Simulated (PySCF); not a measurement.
# Accurate constants of BN+, step by step

One table from this session's results is given with a row withheld; the runs are named, their logs left out.

Computed with PySCF 2.14.0. Level: CCSD(T) on ROHF, no relativity in the base curves; scalar relativity is added as a correction.

Set-up of the first run:

```yaml
molecule: BN+
state: quartet, unpaired electrons σ ↑, π ↑↑
smaller_basis: B cc-pVTZ, N cc-pVTZ
larger_basis: B cc-pVQZ, N cc-pVQZ
frozen_core_orbitals: 2
extrapolation: correlation as n⁻³ (n = 3, 4), Hartree–Fock as (n+1)·exp(−9√n)
corrections: core–valence correlation, scalar relativity
distances_Å: 1.2692, 1.3269, 1.3845, 1.4422, 1.4999, 1.5720, 1.6441
masses_u: 11.0093, 14.0031
dissociation_limit: B+ + N
```

The run is started by

```
> OMP_NUM_THREADS=4 python comp.py task.json out
```

One table of the session follows, with a row left open; its other results are not shown here.

Parts of the energy along the bond, in eV from B+ + N:

```
 R (Å)  HF/CBS  CCSD corr.      (T)  core–valence  relativity
1.2692  -0.367      -0.227  -0.1099       -0.0655      0.0034
1.3269  -0.695      -0.286  -0.1262       -0.0541      0.0038
1.3845       ?           ?        ?             ?           ?
1.4422  -0.792      -0.420  -0.1626       -0.0364      0.0038
1.4999  -0.672      -0.494  -0.1810       -0.0296      0.0035
1.5720  -0.443      -0.593  -0.2005       -0.0227      0.0030
1.6441  -0.178      -0.700  -0.2123       -0.0175      0.0023
```

**Question.** Estimate the row for R (Å) = 1.3845.

Worked estimate for «HF/CBS». A straight line through the neighbours (1.3269, -0.695) and (1.4422, -0.792) gives -0.695 + (-0.792 + 0.695) × (1.3845 − 1.3269) / (1.4422 − 1.3269) = -0.743; a parabola fitted to 4 rows on both sides gives -0.818.

The run gave: HF/CBS: -0.816; CCSD corr.: -0.351; (T): -0.1439; core–valence: -0.0445; relativity: 0.0040. In «HF/CBS» the line misses by +0.073 and the parabola by -0.002.

To keep in mind: Spin–orbit coupling and excitations beyond (T) are left out.
